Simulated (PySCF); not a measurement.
Cost against result

Saddle point of SiNH₄Cl, singlet (SiNH₄Cl ([NH2][SiH2][Cl]) → SiNH₂Cl ([NH][SiH][Cl]) + H₂; bonds formed: H2–H4; bonds broken: Si1–H2, N3–H4), PBE0-D4/def2-TZVP structure:

Si1  (-0.432, -0.225, 0.038)
H2  (0.464, 0.608, 1.289)
N3  (0.730, 0.214, -0.981)
H4  (0.845, 0.793, 0.495)
H5  (-1.746, 0.416, 0.279)
Cl6  (-0.634, -2.083, 0.865)
H7  (0.773, 0.277, -1.984)
(Å)

Barriers are electronic and count from the start structure reached by relaxing down the imaginary mode.

Program: PySCF 2.14 with density fitting (its default auxiliary sets; JK sets also for MP2 and CCSD(T)). Basis: as named in each row. Cores are frozen in the correlated methods. B3LYP uses VWN-RPA correlation. Extrapolation: Hartree–Fock as exp(−7.88 √X), correlation as X^−2.97.

Times are rough, for one single point on 4 threads of a shared host (Arm Neoverse V2).

The estimate by CCSD(T) at an estimated basis limit (MP2 extrapolated from triple and quadruple zeta, plus CCSD(T) − MP2 in triple zeta) is 81.25 kcal/mol.

```json
{"method": "HF", "basis": "STO-3G", "time (s)": "under 1", "barrier (kcal/mol)": "178.83", "method less estimate": "97.57"}
{"method": "B3LYP-D4", "basis": "6-31G", "time (s)": "2", "barrier (kcal/mol)": "103.40", "method less estimate": "22.15"}
{"method": "PBE0-D4", "basis": "def2-SVP", "time (s)": "3", "barrier (kcal/mol)": "82.66", "method less estimate": "1.40"}
{"method": "PBE-D4", "basis": "def2-SVP", "time (s)": "3", "barrier (kcal/mol)": "75.92", "method less estimate": "-5.33"}
{"method": "MP2", "basis": "def2-QZVPP", "time (s)": "3", "barrier (kcal/mol)": "79.93", "method less estimate": "-1.33"}
{"method": "SPW92", "basis": "def2-TZVPP", "time (s)": "5", "barrier (kcal/mol)": "71.00", "method less estimate": "-10.26"}
{"method": "CCSD(T)", "basis": "def2-SVP", "time (s)": "6", "barrier (kcal/mol)": "87.28", "method less estimate": "6.03"}
{"method": "PBE0-D4", "basis": "def2-TZVPP", "time (s)": "7", "barrier (kcal/mol)": "79.59", "method less estimate": "-1.67"}
{"method": "B3LYP-D4", "basis": "def2-TZVPP", "time (s)": "7", "barrier (kcal/mol)": "80.23", "method less estimate": "-1.02"}
{"method": "BHLYP-D4", "basis": "def2-TZVPP", "time (s)": "7", "barrier (kcal/mol)": "87.15", "method less estimate": "5.90"}
{"method": "PBE-D4", "basis": "def2-TZVPP", "time (s)": "8", "barrier (kcal/mol)": "73.38", "method less estimate": "-7.88"}
{"method": "r2SCAN-D4", "basis": "def2-TZVPP", "time (s)": "17", "barrier (kcal/mol)": "77.49", "method less estimate": "-3.77"}
{"method": "wB97M-V", "basis": "def2-TZVPP", "time (s)": "94", "barrier (kcal/mol)": "81.64", "method less estimate": "0.39"}
{"method": "CCSD(T)", "basis": "def2-TZVPP", "time (s)": "170", "barrier (kcal/mol)": "82.40", "method less estimate": "1.15"}
```

All methods are single points on the PBE0-D4 structures.

No T1 diagnostic of these runs exceeds 0.017.

Labels in which every atom is bracketed show which atoms are joined, not bond orders.
